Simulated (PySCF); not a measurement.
Basis-set dependence of population analyses: ClH2Si(SH)

ClH2Si(SH), ClH3SSi.
Cartesian coordinates in Å at the PBE0-D3(BJ)/def2-SVP level; atoms count from 1:
```xyz
6
ClH3SSi angstrom
S      1.5377   -0.2219   -0.7225
Si    -0.4767   -0.1885   -0.0288
Cl    -1.2727    1.7199   -0.0128
H      2.0337    0.4259    0.3552
H     -0.5788   -0.7094    1.3601
H     -1.2370   -1.0220   -0.9944
```

PBE0 throughout (PySCF), one geometry, spherical d and f functions. The structure is a single PBE0-D3(BJ)/def2-SVP conformer in the gas phase; no vibrational or solvent corrections. Atoms taken as equivalent share a column and are averaged.

Mulliken charges (e):

| basis | functions | S1 | Si2 | Cl3 | H4 | H5/H6 |
| --- | --- | --- | --- | --- | --- | --- |
| STO-3G | 30 | -0.048 | +0.567 | -0.349 | 0.000 | -0.085 |
| 6-31G | 45 | -0.227 | +0.516 | -0.279 | +0.093 | -0.052 |
| pcSseg-0 | 45 | -0.423 | +0.578 | -0.367 | +0.200 | +0.006 |
| 6-31G* | 60 | -0.275 | +0.439 | -0.249 | +0.141 | -0.028 |
| def2-SVP | 69 | -0.247 | +0.485 | -0.258 | +0.110 | -0.045 |
| cc-pVDZ | 69 | -0.209 | +0.331 | -0.218 | +0.122 | -0.013 |
| pcSseg-1 | 87 | -0.344 | +0.592 | -0.319 | +0.166 | -0.047 |
| aug-cc-pVDZ | 108 | -0.420 | +0.261 | -0.389 | +0.153 | +0.197 |
| 6-311+G(2d,p) | 123 | -0.185 | +0.308 | -0.200 | +0.132 | -0.028 |
| def2-TZVP | 129 | -0.292 | +0.351 | -0.238 | +0.177 | +0.001 |
| cc-pVTZ | 144 | -0.214 | +0.336 | -0.216 | +0.114 | -0.010 |
| IGLO-III | 162 | -0.299 | +0.953 | -0.377 | +0.019 | -0.148 |
| pcSseg-3 | 327 | -0.206 | +0.440 | -0.232 | +0.104 | -0.053 |

IAO charges (e):

```tsv
basis	functions	S1	Si2	Cl3	H4	H5/H6
STO-3G	30	-0.142	+0.605	-0.301	+0.033	-0.097
6-31G	45	-0.256	+0.537	-0.284	+0.116	-0.057
pcSseg-0	45	-0.266	+0.521	-0.276	+0.127	-0.053
6-31G*	60	-0.274	+0.690	-0.314	+0.102	-0.102
def2-SVP	69	-0.281	+0.703	-0.307	+0.108	-0.111
cc-pVDZ	69	-0.286	+0.694	-0.314	+0.113	-0.103
pcSseg-1	87	-0.286	+0.706	-0.317	+0.111	-0.107
aug-cc-pVDZ	108	-0.296	+0.701	-0.320	+0.118	-0.102
6-311+G(2d,p)	123	-0.293	+0.723	-0.323	+0.113	-0.110
def2-TZVP	129	-0.295	+0.738	-0.324	+0.111	-0.115
cc-pVTZ	144	-0.298	+0.726	-0.323	+0.115	-0.111
IGLO-III	162	-0.291	+0.726	-0.319	+0.111	-0.113
pcSseg-3	327	-0.298	+0.740	-0.325	+0.113	-0.115
```

Hirshfeld charges (e):

```json
{"basis": "STO-3G", "functions": "30", "S1": "-0.073", "Si2": "+0.460", "Cl3": "-0.290", "H4": "+0.028", "H5/H6": "-0.063"}
{"basis": "6-31G", "functions": "45", "S1": "-0.122", "Si2": "+0.311", "Cl3": "-0.161", "H4": "+0.068", "H5/H6": "-0.048"}
{"basis": "pcSseg-0", "functions": "45", "S1": "-0.123", "Si2": "+0.333", "Cl3": "-0.160", "H4": "+0.065", "H5/H6": "-0.057"}
{"basis": "6-31G*", "functions": "60", "S1": "-0.124", "Si2": "+0.306", "Cl3": "-0.145", "H4": "+0.073", "H5/H6": "-0.055"}
{"basis": "def2-SVP", "functions": "69", "S1": "-0.106", "Si2": "+0.305", "Cl3": "-0.126", "H4": "+0.064", "H5/H6": "-0.068"}
{"basis": "cc-pVDZ", "functions": "69", "S1": "-0.110", "Si2": "+0.307", "Cl3": "-0.134", "H4": "+0.065", "H5/H6": "-0.064"}
{"basis": "pcSseg-1", "functions": "87", "S1": "-0.117", "Si2": "+0.319", "Cl3": "-0.140", "H4": "+0.066", "H5/H6": "-0.064"}
{"basis": "aug-cc-pVDZ", "functions": "108", "S1": "-0.109", "Si2": "+0.307", "Cl3": "-0.132", "H4": "+0.060", "H5/H6": "-0.063"}
{"basis": "6-311+G(2d,p)", "functions": "123", "S1": "-0.110", "Si2": "+0.303", "Cl3": "-0.131", "H4": "+0.064", "H5/H6": "-0.063"}
{"basis": "def2-TZVP", "functions": "129", "S1": "-0.110", "Si2": "+0.300", "Cl3": "-0.127", "H4": "+0.065", "H5/H6": "-0.064"}
{"basis": "cc-pVTZ", "functions": "144", "S1": "-0.109", "Si2": "+0.302", "Cl3": "-0.129", "H4": "+0.062", "H5/H6": "-0.063"}
{"basis": "IGLO-III", "functions": "162", "S1": "-0.102", "Si2": "+0.293", "Cl3": "-0.121", "H4": "+0.060", "H5/H6": "-0.065"}
{"basis": "pcSseg-3", "functions": "327", "S1": "-0.106", "Si2": "+0.301", "Cl3": "-0.126", "H4": "+0.060", "H5/H6": "-0.064"}
```

ESP-fitted charges (e):

```
        basis  functions      S1     Si2     Cl3      H4   H5/H6
       STO-3G         30  -0.251  +0.570  -0.328  +0.149  -0.070
        6-31G         45  -0.409  +0.473  -0.270  +0.258  -0.026
     pcSseg-0         45  -0.461  +0.598  -0.293  +0.278  -0.061
       6-31G*         60  -0.293  +0.209  -0.170  +0.218  +0.018
     def2-SVP         69  -0.262  +0.178  -0.143  +0.205  +0.011
      cc-pVDZ         69  -0.242  +0.114  -0.137  +0.201  +0.032
     pcSseg-1         87  -0.301  +0.247  -0.176  +0.221  +0.005
  aug-cc-pVDZ        108  -0.217  +0.059  -0.123  +0.187  +0.047
6-311+G(2d,p)        123  -0.218  +0.039  -0.115  +0.195  +0.050
    def2-TZVP        129  -0.216  +0.067  -0.116  +0.189  +0.038
      cc-pVTZ        144  -0.218  +0.087  -0.123  +0.185  +0.034
     IGLO-III        162  -0.181  -0.036  -0.088  +0.178  +0.063
     pcSseg-3        327  -0.212  +0.088  -0.122  +0.180  +0.033
```

Some averages cover members that differ in this geometry, most widely: H5/H6, ESP-fitted in 6-311+G(2d,p) +0.020 to +0.080; H5/H6, ESP-fitted in aug-cc-pVDZ +0.017 to +0.077; H5/H6, ESP-fitted in def2-TZVP +0.009 to +0.067; H5/H6, ESP-fitted in pcSseg-3 +0.005 to +0.062 e.

Which scheme is steadiest as the basis changes?

Largest range over the bases for any column: Hirshfeld 0.17 e, IAO 0.22 e, ESP-fitted 0.63 e, Mulliken 0.69 e. Hirshfeld charges move least and Mulliken charges most, counted in e. Without the minimal STO-3G basis the ranges are Hirshfeld 0.04, IAO 0.22, ESP-fitted 0.63, Mulliken 0.69 e.

How much do the charges still move between the two largest bases, IGLO-III and pcSseg-3?

At most, over all atoms: Mulliken 0.513 e, IAO 0.014 e, Hirshfeld 0.008 e, ESP-fitted 0.124 e.

What do the same runs give for the total energy, the frontier levels and the dipole moment?

```csv
basis,energy (Eh),HOMO (eV),LUMO (eV),μ (D)
STO-3G,-1136.5897,-4.48,4.02,2.38
6-31G,-1149.1901,-8.07,-0.37,2.05
pcSseg-0,-1147.9732,-8.23,-0.25,2.13
6-31G*,-1149.2820,-7.92,-0.04,1.46
def2-SVP,-1148.9833,-7.80,0.34,1.25
cc-pVDZ,-1149.3491,-7.82,0.17,1.27
pcSseg-1,-1149.2974,-7.99,-0.04,1.44
aug-cc-pVDZ,-1149.3564,-7.92,-0.48,1.18
"6-311+G(2d,p)",-1149.3823,-7.91,-0.40,1.16
def2-TZVP,-1149.3870,-7.91,-0.08,1.11
cc-pVTZ,-1149.4005,-7.92,-0.03,1.14
IGLO-III,-1149.3751,-7.79,-0.03,1.02
pcSseg-3,-1149.4250,-7.95,-0.37,1.11
```

The dipole is fixed by the density alone, so its range of 1.36 D shows that the density itself changes with the basis, not only its division among atoms.
